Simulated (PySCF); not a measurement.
Species: C5H10O.
Atom-mapped SMILES: `[CH2:1]1[CH2:2][CH2:3][O:4][CH2:5][CH2:6]1`

Geometry (PBE0-D3(BJ)/def2-TZVP, Å), atoms numbered from 1 in this order:
```xyz
16
C5H10O angstrom
C     -0.3499    0.5879    1.0392
C     -1.3521   -0.1618    0.1718
C     -0.6424   -1.2220   -0.6497
O      0.3939   -0.6761   -1.4337
C      1.3778   -0.0521   -0.6405
C      0.8052    1.0874    0.1821
H      0.0384   -0.0902    1.8093
H     -0.8323    1.4169    1.5637
H     -2.1282   -0.6320    0.7833
H     -1.8512    0.5366   -0.5084
H     -0.2299   -1.9956    0.0197
H     -1.3278   -1.7116   -1.3445
H      1.8397   -0.7974    0.0287
H      2.1477    0.3019   -1.3289
H      1.5943    1.5256    0.8008
H      0.4518    1.8698   -0.4982
```

Definitions: NICS(0) = −σiso at the ring centroid; NICS(1) = −σiso and NICS(1)zz = −σzz at ±1 Å along the ring normal z. Level: GIAO B97-2/pcSseg-2 (PySCF, non-relativistic, gas phase) on the PBE0-D3(BJ)/def2-TZVP geometry, one conformer.

Ring bond lengths (Å): C1–C2 1.523, C2–C3 1.517, C3–O4 1.409, O4–C5 1.409, C5–C6 1.518, C6–C1 1.523.

Question: What do the NICS probes read (ppm)?

Answer: 
```tsv
ring	type	NICS(0)	NICS(1), two faces	NICS(1)zz, two faces	rms pucker (Å)	centre to ring atoms, mean (Å)
C1–C2–C3–O4–C5–C6	6-membered ring with O; formal bonds all single	-1.9	-1.3 / -1.5	2.8 / 3.0	0.23	1.43
```

Question: What can be read from them?

Answer: 
- C1–C2–C3–O4–C5–C6: mean NICS(1)zz 2.9 ppm, near zero. C1, C2, C3, C5, C6 have four or more neighbours, so the value isn't read as a sign of a π ring current.

Question: Give the inner angles of the rings.

Answer: 
- C1–C2–C3–O4–C5–C6: C1 109.9°, C2 110.2°, C3 112.0°, O4 111.8°, C5 112.0°, C6 110.2°; sum 666.0° against 720° for a flat convex ring.

Question: How shielded are the nuclei of the rings and their hydrogens (means over atoms taken as equivalent)?

Answer: 
| atoms | environment | σ isotropic (ppm) |
| --- | --- | --- |
| C1 | ring CH2 carbon | 157.4 |
| C2 (×2) | ring CH2 carbon | 154.7 |
| C3 (×2) | sp3 carbon bound to oxygen | 112.4 |
| O4 | cyclic ether oxygen | 279.0 |
| H7 (×2) | methylene hydrogen | 30.02 |
| H9 (×4) | methylene hydrogen | 30.16 |
| H11 (×4) | methylene hydrogen | 28.02 |

Question: How do the values depend on the level or the medium?

Answer: 
```json
{"level": "B97-2/pcSseg-2, gas", "NICS(0), C1–C2–C3–O4–C5–C6": "-1.9", "mean NICS(1)zz, C1–C2–C3–O4–C5–C6": "2.9"}
{"level": "KT3/pcSseg-2, gas", "NICS(0), C1–C2–C3–O4–C5–C6": "-1.6", "mean NICS(1)zz, C1–C2–C3–O4–C5–C6": "3.2"}
{"level": "PBE0/pcSseg-2, gas", "NICS(0), C1–C2–C3–O4–C5–C6": "-1.9", "mean NICS(1)zz, C1–C2–C3–O4–C5–C6": "2.9"}
{"level": "wB97X-D/pcSseg-2, gas", "NICS(0), C1–C2–C3–O4–C5–C6": "-1.9", "mean NICS(1)zz, C1–C2–C3–O4–C5–C6": "2.7"}
{"level": "WP04/pcSseg-2, IEF-PCM chloroform", "NICS(0), C1–C2–C3–O4–C5–C6": "-2.1", "mean NICS(1)zz, C1–C2–C3–O4–C5–C6": "2.6"}
{"level": "wB97X-D/pcSseg-2, IEF-PCM chloroform", "NICS(0), C1–C2–C3–O4–C5–C6": "-1.8", "mean NICS(1)zz, C1–C2–C3–O4–C5–C6": "2.8"}
```

The geometry is the same throughout; the continuum's cavity takes Bondi-type radii × 1.2.
